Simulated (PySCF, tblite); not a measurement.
# C₃H₅FO: changes of charge

What do calculations give for the changes of charge of C₃H₅FO (`FC[C@@H]1CO1`)?

Programs: tblite 0.8.0 and PySCF 2.14.0, with routines of our own; each step states its level. All values are computed. Atoms count from 0.

## (1) The system as given

10 atoms, charge 0, multiplicity 1; geometry from: start built from the parent or by distance geometry.

## (2) Relaxing the molecule with GFN2-xTB

Job settings and geometry (Å):

```
{"job": {"kind": "relax", "xc": "GFN2-xTB", "basis": "xTB"}, "charge": 0, "multiplicity": 1}
F      1.788600    -0.944800    -0.533100
C      1.182200     0.252900    -0.209700
C     -0.046100    -0.057300     0.550900
C     -1.374000    -0.206100    -0.196500
O     -1.046300     0.991400     0.527000
H      1.010800     0.811800    -1.114100
H      1.895300     0.800200     0.435100
H      0.109700    -0.570200     1.480800
H     -1.369700    -0.205200    -1.259700
H     -2.132700    -0.863300     0.274100
```

Command:

```sh
$ OMP_NUM_THREADS=1 python redox_run.py task.json out
```

This one command runs all jobs of the session in turn.

What it wrote:

```text
step      E/eV     max force
  0    -482.43507    3.456
  1    -482.58844    1.314
  2    -482.61419    0.372
  3    -482.62310    0.303
  4    -482.63147    0.204
  5    -482.63384    0.159
  6    -482.63588    0.136
  7    -482.63708    0.114
  8    -482.63791    0.093
  9    -482.63835    0.075
 10    -482.63863    0.050
 11    -482.63877    0.038
 12    -482.63886    0.028
 13    -482.63893    0.022
 14    -482.63897    0.020
 15    -482.63901    0.017
 16    -482.63905    0.021
 17    -482.63909    0.019
 18    -482.63913    0.018
 19    -482.63916    0.018
 20    -482.63918    0.014
 21    -482.63920    0.017
 22    -482.63922    0.013
 23    -482.63924    0.012
 24    -482.63925    0.007
```

Run time: 0.14 s. Hardware: 1 thread of Arm Neoverse V2, shared host.

Step by step:

```
step  energy from step 0 (eV)  largest force (eV/Å)
   0                   0.0000                3.4558
   1                  -0.1534                1.3141
   2                  -0.1791                0.3715
   3                  -0.1880                0.3034
   4                  -0.1964                0.2045
   5                  -0.1988                0.1585
   6                  -0.2008                0.1364
   7                  -0.2020                0.1143
   8                  -0.2028                0.0930
   9                  -0.2033                0.0752
  10                  -0.2036                0.0500
  11                  -0.2037                0.0377
  12                  -0.2038                0.0281
  13                  -0.2039                0.0222
  14                  -0.2039                0.0201
  15                  -0.2039                0.0168
  16                  -0.2040                0.0205
  17                  -0.2040                0.0193
  18                  -0.2041                0.0181
  19                  -0.2041                0.0175
  20                  -0.2041                0.0140
  21                  -0.2041                0.0166
  22                  -0.2042                0.0126
  23                  -0.2042                0.0119
  24                  -0.2042                0.0073
```

Close pairs (by a distance rule), those that changed most:

```
 bond  before (Å)  after (Å)  change (Å)
C2–C3       1.531      1.466      -0.065
C2–O4       1.449      1.393      -0.056
C3–O4       1.437      1.399      -0.038
C1–C2       1.478      1.511      +0.034
C3–H9       1.109      1.084      -0.025
C3–H8       1.063      1.084      +0.021
C1–H5       1.077      1.094      +0.017
C2–H7       1.073      1.088      +0.014
```

The end geometry stands in the next job.

## (3) Vibrational analysis with GFN2-xTB

Job settings and geometry (Å):

```
{"job": {"kind": "ir", "xc": "GFN2-xTB", "basis": "xTB"}, "charge": 0, "multiplicity": 1}
F      1.808444    -0.938247    -0.549859
C      1.199180     0.243032    -0.204648
C     -0.079242    -0.042744     0.548779
C     -1.343188    -0.231749    -0.168570
O     -1.057996     0.948104     0.526452
H      0.994851     0.790472    -1.129810
H      1.909114     0.799817     0.415292
H      0.056590    -0.548230     1.502100
H     -1.357984    -0.150543    -1.249251
H     -2.112004    -0.860602     0.264459
```

What it wrote:

```text
mode    cm-1     km/mol
  1      65.8     12.76
  2     244.4     20.76
  3     382.3      3.53
  4     477.7      0.08
  5     872.9      6.01
  6     890.2      4.51
  7     995.5     16.21
  8    1022.2      1.95
  9    1046.3    104.32
 10    1066.8      2.81
 11    1092.5      1.13
 12    1113.1      8.02
 13    1129.6     11.59
 14    1194.0     12.03
 15    1254.7     14.80
 16    1305.9      8.96
 17    1403.0      4.33
 18    1438.5      3.04
 19    1490.7     17.16
 20    2954.1     18.65
 21    2961.6     12.80
 22    3001.7     26.34
 23    3039.0     19.09
 24    3047.9     31.10
ZPE 200.317  H(298)-E 216.121  G(298)-E 126.180 kJ/mol  S 301.66 J/(mol K)
```

Wall time 0.14 s (1 thread of Arm Neoverse V2, shared host).

The strongest bands and the atoms that carry them (share of the mass-weighted mode):

```
cm⁻¹  km/mol                               atoms
 244    20.8  F0 27 %, O4 19 %, C3 15 %, C1 11 %
 996    16.2           C2 31 %, C3 30 %, O4 21 %
1046   104.3                    C1 39 %, F0 26 %
1491    17.2  C3 28 %, C2 27 %, H8 18 %, H9 17 %
2954    18.6                             H6 89 %
3002    26.3                             H7 87 %
3039    19.1                    H8 59 %, H9 36 %
3048    31.1                    H9 56 %, H8 31 %
```

## (4) Geometry optimisation at PBE0-D3(BJ)/def2-SVP

Settings changed since step 3:

```diff
@@ -1,2 +1,2 @@
-{"job": {"kind": "ir", "xc": "GFN2-xTB", "basis": "xTB"}, "charge": 0, "multiplicity": 1}
+{"job": {"xc": "PBE0", "basis": "def2-SVP", "d3": "d3bj", "grid": 1, "kind": "geom"}, "charge": 0, "multiplicity": 1}
 F      1.808444    -0.938247    -0.549859
```

What it wrote:

```text
step   0  E = -291.80711672  max force = 0.014145
step   1  E = -291.80827752  max force = 0.002084
step   2  E = -291.80830667  max force = 0.000248
step   3  E = -291.80831452  max force = 0.000681
step   4  E = -291.80830653  max force = 0.000777
step   5  E = -291.80831262  max force = 0.000256
optimisation converged
```

Run time: 16 s. Hardware: 1 thread of Arm Neoverse V2, shared host; peak memory 0.39 GiB.

Relaxation path:

```
step  energy from step 0 (eV)  largest force component (eV/Å)
   0                   0.0000                          0.7274
   1                  -0.0316                          0.1072
   2                  -0.0324                          0.0128
   3                  -0.0326                          0.0350
   4                  -0.0324                          0.0400
   5                  -0.0325                          0.0132
```

Close pairs (by a distance rule), those that changed most:

```
 bond  before (Å)  after (Å)  change (Å)
C2–O4       1.393      1.407      +0.015
C3–H8       1.084      1.098      +0.014
C3–H9       1.084      1.097      +0.013
C3–O4       1.399      1.411      +0.013
C2–H7       1.088      1.099      +0.012
C1–C2       1.511      1.501      -0.010
C1–H6       1.095      1.104      +0.009
C1–H5       1.094      1.103      +0.009
```

The final coordinates are the input of the step that follows.

```
                         at the end point                 value
  point group (found at 0.08 Å tolerance)                    C1
rotational constants (GHz, main isotopes)  14.715, 3.189, 2.915
                        dipole moment (D)                  0.55
```

## (5) Harmonic vibrations (C3H5FO): PBE0-D3(BJ)/def2-SVP

Job settings and geometry (Å):

```
{"job": {"xc": "PBE0", "basis": "def2-SVP", "d3": "d3bj", "grid": 2, "kind": "hessian"}, "charge": 0, "multiplicity": 1}
F      1.929134    -0.825485    -0.433126
C      1.194168     0.295980    -0.150723
C     -0.087453    -0.089275     0.529733
C     -1.319371    -0.290284    -0.231323
O     -1.096436     0.891734     0.506848
H      0.969082     0.839354    -1.083892
H      1.790409     0.956649     0.501771
H      0.033700    -0.622614     1.483540
H     -1.301978    -0.182582    -1.323720
H     -2.094287    -0.958994     0.162944
```

What it wrote:

```text
coarse grid: 8536 points
cycle   1  E = -291.6841940318  dE =  6.821e-01  |g| = 6.521e-01  |ddm| = 3.145e+00
cycle   2  E = -291.5825766296  dE =  1.016e-01  |g| = 9.952e-01  |ddm| = 1.359e+00
cycle   3  E = -291.7600684588  dE = -1.775e-01  |g| = 8.419e-02  |ddm| = 8.603e-01
cycle   4  E = -291.7611341770  dE = -1.066e-03  |g| = 4.356e-02  |ddm| = 9.612e-02
cycle   5  E = -291.7614501935  dE = -3.160e-04  |g| = 7.182e-03  |ddm| = 3.666e-02
cycle   6  E = -291.7614591475  dE = -8.954e-06  |g| = 2.624e-03  |ddm| = 8.471e-03
final grid: 83296 points
cycle   7  E = -291.8082601452  dE = -1.797e-05  |g| = 9.515e-03  |ddm| = 2.212e-02
cycle   8  E = -291.8082323254  dE =  2.782e-05  |g| = 1.549e-02  |ddm| = 1.766e-02
cycle   9  E = -291.8082772844  dE = -4.496e-05  |g| = 8.026e-04  |ddm| = 1.154e-02
cycle  10  E = -291.8082774137  dE = -1.293e-07  |g| = 2.236e-04  |ddm| = 8.895e-04
cycle  11  E = -291.8082774222  dE = -8.471e-09  |g| = 5.255e-05  |ddm| = 2.142e-04
cycle  12  E = -291.8082774226  dE = -4.248e-10  |g| = 1.727e-05  |ddm| = 5.352e-05
cycle  13  E = -291.8082774226  dE = -5.764e-11  |g| = 3.883e-06  |ddm| = 1.821e-05
converged SCF energy = -291.8082774226

mode    cm-1
  1      80.7
  2     251.1
  3     386.9
  4     490.3
  5     865.5
  6     908.1
  7     950.2
  8    1029.2
  9    1115.4
 10    1133.6
 11    1152.3
 12    1171.1
 13    1186.8
 14    1255.1
 15    1288.6
 16    1397.4
 17    1465.7
 18    1493.7
 19    1550.3
 20    3062.1
 21    3107.7
 22    3121.9
 23    3140.6
 24    3210.3
ZPE 208.236  H(298)-E 223.801  G(298)-E 134.246 kJ/mol  S 300.37 J/(mol K)
```

Wall time 2 min (1 thread of Arm Neoverse V2, shared host); peak memory 1.4 GiB.

Zero-point energy 208.24 kJ/mol (xTB gave 200.32).

## (6) Single point (C₃H₅FO): wB97X-D3(BJ)/ma-def2-TZVP

Geometry: PBE0-D3(BJ)/def2-SVP.

Settings changed since step 5:

```diff
@@ -1,2 +1,2 @@
-{"job": {"xc": "PBE0", "basis": "def2-SVP", "d3": "d3bj", "grid": 2, "kind": "hessian"}, "charge": 0, "multiplicity": 1}
+{"job": {"kind": "sp", "xc": "wB97X", "basis": "ma-def2-TZVP", "d3": "d3bj", "grid": 2}, "charge": 0, "multiplicity": 1}
 F      1.929134    -0.825485    -0.433126
```

What it wrote:

```text
coarse grid: 8536 points
cycle   1  E = -292.4357377649  dE =  9.055e-01  |g| = 7.596e-01  |ddm| = 2.204e+00
cycle   2  E = -292.4152778885  dE =  2.046e-02  |g| = 8.994e-01  |ddm| = 9.070e-01
cycle   3  E = -292.5426653498  dE = -1.274e-01  |g| = 5.299e-02  |ddm| = 4.455e-01
cycle   4  E = -292.5430950075  dE = -4.297e-04  |g| = 2.680e-02  |ddm| = 5.314e-02
cycle   5  E = -292.5432114401  dE = -1.164e-04  |g| = 1.093e-02  |ddm| = 2.122e-02
cycle   6  E = -292.5432302992  dE = -1.886e-05  |g| = 1.877e-03  |ddm| = 7.969e-03
cycle   7  E = -292.5432311009  dE = -8.017e-07  |g| = 3.974e-04  |ddm| = 2.197e-03
final grid: 83296 points
cycle   8  E = -292.5411419437  dE = -5.473e-05  |g| = 6.363e-03  |ddm| = 3.946e-02
cycle   9  E = -292.5411402271  dE =  1.717e-06  |g| = 7.103e-03  |ddm| = 6.578e-03
cycle  10  E = -292.5411478875  dE = -7.660e-06  |g| = 4.984e-04  |ddm| = 3.582e-03
cycle  11  E = -292.5411479308  dE = -4.332e-08  |g| = 2.119e-04  |ddm| = 4.951e-04
cycle  12  E = -292.5411479383  dE = -7.456e-09  |g| = 5.198e-05  |ddm| = 1.815e-04
converged SCF energy = -292.5411479383
```

It took 8.9 s on 1 thread of Arm Neoverse V2, shared host; peak memory 0.67 GiB.

## (7) Single point (C3H5FO+ (doublet)): wB97X-D3(BJ)/ma-def2-TZVP

Geometry: PBE0-D3(BJ)/def2-SVP, that of another charge or spin state.

Settings changed since step 6:

```diff
@@ -1,2 +1,2 @@
-{"job": {"kind": "sp", "xc": "wB97X", "basis": "ma-def2-TZVP", "d3": "d3bj", "grid": 2}, "charge": 0, "multiplicity": 1}
+{"job": {"kind": "sp", "xc": "wB97X", "basis": "ma-def2-TZVP", "d3": "d3bj", "grid": 2}, "charge": 1, "multiplicity": 2}
 F      1.929134    -0.825485    -0.433126
```

What it wrote:

```text
final grid: 83296 points
cycle   1  E = -292.1419752677  dE = -4.211e-10  |g| = 1.055e-05  |ddm| = 2.243e-05
converged SCF energy = -292.1419752677
```

Wall time 70 s (1 thread of Arm Neoverse V2, shared host); peak memory 0.79 GiB.

## (8) Geometry optimisation with GFN2-xTB

This step treats C3H5FO+ (doublet), labelled `FC[C@@H]1C[O+]1` (the label fixes atoms and charge, not where charge and spin sit).

Job settings and geometry (Å):

```
{"job": {"kind": "relax", "xc": "GFN2-xTB", "basis": "xTB"}, "charge": 1, "multiplicity": 2}
F      1.945400    -0.831600    -0.438400
C      1.183400     0.304600    -0.173700
C     -0.070000    -0.096900     0.532900
C     -1.321900    -0.275700    -0.251900
O     -1.099700     0.887900     0.518200
H      0.958100     0.837600    -1.092700
H      1.790800     0.962500     0.490800
H      0.045100    -0.613600     1.488600
H     -1.293000    -0.189400    -1.324900
H     -2.103600    -0.961700     0.168200
```

What it wrote:

```text
step      E/eV     max force
  0    -467.19993    2.339
  1    -467.33989    1.021
  2    -467.36105    0.408
  3    -467.37245    0.348
  4    -467.39106    0.362
  5    -467.39839    0.271
  6    -467.40397    0.225
  7    -467.40848    0.202
  8    -467.41326    0.205
  9    -467.41690    0.165
 10    -467.42014    0.158
 11    -467.42311    0.161
 12    -467.42617    0.149
 13    -467.42913    0.167
 14    -467.43199    0.183
 15    -467.43491    0.170
 16    -467.43723    0.131
 17    -467.43852    0.097
 18    -467.43937    0.081
 19    -467.44046    0.114
 20    -467.44186    0.147
 21    -467.44343    0.132
 22    -467.44498    0.145
 23    -467.44688    0.149
 24    -467.45002    0.268
 25    -467.45459    0.340
 26    -467.45867    0.259
 27    -467.46107    0.114
 28    -467.46212    0.086
 29    -467.46283    0.125
 30    -467.46386    0.175
 31    -467.46515    0.142
 32    -467.46647    0.093
 33    -467.46763    0.118
 34    -467.46952    0.187
 35    -467.47222    0.221
 36    -467.47472    0.205
 37    -467.47623    0.163
 38    -467.47774    0.118
 39    -467.47891    0.117
 40    -467.48043    0.084
 41    -467.48134    0.070
 42    -467.48221    0.067
 43    -467.48286    0.073
 44    -467.48343    0.062
 45    -467.48373    0.040
 46    -467.48381    0.026
 47    -467.48387    0.017
 48    -467.48389    0.011
 49    -467.48391    0.008
```

Wall time 0.14 s (1 thread of Arm Neoverse V2, shared host).

Along the way: (not every step is listed)

```
step  energy from step 0 (eV)  largest force (eV/Å)
   0                   0.0000                2.3388
   1                  -0.1400                1.0206
   2                  -0.1611                0.4084
   3                  -0.1725                0.3484
   4                  -0.1911                0.3623
   5                  -0.1985                0.2705
   6                  -0.2040                0.2251
   7                  -0.2086                0.2021
   8                  -0.2133                0.2048
  11                  -0.2232                0.1613
  14                  -0.2321                0.1827
  17                  -0.2386                0.0967
  20                  -0.2419                0.1471
  23                  -0.2470                0.1491
  26                  -0.2587                0.2586
  29                  -0.2629                0.1248
  32                  -0.2665                0.0930
  35                  -0.2723                0.2205
  38                  -0.2778                0.1184
  41                  -0.2814                0.0699
  44                  -0.2835                0.0617
  45                  -0.2838                0.0402
  46                  -0.2839                0.0257
  47                  -0.2839                0.0170
  48                  -0.2840                0.0107
  49                  -0.2840                0.0081
```

Close pairs (by a distance rule), those that changed most:

```
 bond  before (Å)  after (Å)  change (Å)
F0–C1       1.393      1.339      -0.054
C2–O4       1.425      1.373      -0.052
C3–O4       1.413      1.367      -0.046
C3–H9       1.122      1.093      -0.028
C1–H5       1.086      1.113      +0.027
C2–C3       1.488      1.505      +0.016
C3–H8       1.077      1.091      +0.014
C1–C2       1.494      1.505      +0.011
```

The end geometry stands in the next job.

## (9) Vibrational analysis with GFN2-xTB

Job settings and geometry (Å):

```
{"job": {"kind": "ir", "xc": "GFN2-xTB", "basis": "xTB"}, "charge": 1, "multiplicity": 2}
F      2.208834    -0.622628     0.025016
C      1.227738     0.272011    -0.148722
C     -0.062024    -0.185336     0.478089
C     -1.395108    -0.176315    -0.219984
O     -1.006404     0.794002     0.660913
H      1.084586     0.407419    -1.243716
H      1.578733     1.251910     0.234622
H      0.062647    -0.941780     1.259646
H     -1.562867     0.165845    -1.242520
H     -2.101403    -0.941336     0.113652
```

What it wrote:

```text
mode    cm-1     km/mol
  1      81.2     27.42
  2     278.3      5.05
  3     307.3     29.25
  4     443.6      3.84
  5     719.4      6.67
  6     726.1     24.77
  7     898.8     84.42
  8     934.5     16.52
  9     960.4      9.89
 10    1007.8     49.61
 11    1054.7     31.65
 12    1084.9      2.69
 13    1100.1     16.70
 14    1119.8     91.84
 15    1189.5     25.74
 16    1220.1    122.69
 17    1263.4     93.48
 18    1330.7     92.36
 19    1410.7     51.25
 20    2725.8     68.21
 21    2797.7    146.57
 22    2910.2     82.94
 23    2930.0    150.74
 24    2971.1     62.36
ZPE 188.208  H(298)-E 204.569  G(298)-E 112.208 kJ/mol  S 309.78 J/(mol K)
```

It took 0.17 s on 1 thread of Arm Neoverse V2, shared host.

The strongest bands and the atoms that carry them (share of the mass-weighted mode):

```
cm⁻¹  km/mol                               atoms
 899    84.4  C2 21 %, H7 18 %, C3 16 %, O4 16 %
1120    91.8  C1 28 %, F0 26 %, H7 19 %, H5 15 %
1220   122.7  H6 37 %, C1 20 %, H5 18 %, H7 15 %
1263    93.5           H6 39 %, H5 26 %, C1 15 %
1331    92.4           H9 40 %, H8 39 %, C2 11 %
2798   146.6                    H6 84 %, H5 11 %
2910    82.9                    H7 65 %, H9 28 %
2930   150.7                    H9 65 %, H7 28 %
```

## (10) Geometry optimisation at PBE0-D3(BJ)/def2-SVP

This step treats C3H5FO+ (doublet), labelled `FC[C@@H]1C[O+]1` (the label fixes atoms and charge, not where charge and spin sit).

Settings changed since step 9:

```diff
@@ -1,2 +1,2 @@
-{"job": {"kind": "ir", "xc": "GFN2-xTB", "basis": "xTB"}, "charge": 1, "multiplicity": 2}
+{"job": {"xc": "PBE0", "basis": "def2-SVP", "d3": "d3bj", "grid": 1, "kind": "geom"}, "charge": 1, "multiplicity": 2}
 F      2.208834    -0.622628     0.025016
```

What it wrote:

```text
step   0  E = -291.42310579  max force = 0.020190
step   1  E = -291.42718505  max force = 0.008964
step   2  E = -291.42790347  max force = 0.006190
step   3  E = -291.42843554  max force = 0.008237
step   4  E = -291.42887544  max force = 0.003058
step   5  E = -291.42908111  max force = 0.002263
step   6  E = -291.42933392  max force = 0.002023
step   7  E = -291.42938162  max force = 0.000831
step   8  E = -291.42938658  max force = 0.000237
optimisation converged
```

It took 46 s on 1 thread of Arm Neoverse V2, shared host; peak memory 0.4 GiB.

Along the way:

```
step  energy from step 0 (eV)  largest force component (eV/Å)
   0                   0.0000                          1.0382
   1                  -0.1110                          0.4609
   2                  -0.1306                          0.3183
   3                  -0.1450                          0.4236
   4                  -0.1570                          0.1572
   5                  -0.1626                          0.1164
   6                  -0.1695                          0.1040
   7                  -0.1708                          0.0427
   8                  -0.1709                          0.0122
```

Distances of close pairs at the start and the end, largest changes first:

```
 bond  before (Å)  after (Å)  change (Å)
C2–C3       1.505      1.666      +0.162
C1–C2       1.505      1.480      -0.025
C2–O4       1.373      1.359      -0.014
C2–H7       1.095      1.106      +0.011
C3–O4       1.367      1.357      -0.010
C3–H9       1.093      1.101      +0.008
C3–H8       1.091      1.098      +0.007
C1–H6       1.109      1.114      +0.005
```

The final coordinates are the input of the step that follows.

```
                         at the end point                 value
  point group (found at 0.08 Å tolerance)                    C1
rotational constants (GHz, main isotopes)  17.205, 2.846, 2.716
                                     ⟨S²⟩                 0.754
```

(Part 1 of 2 ends here.)
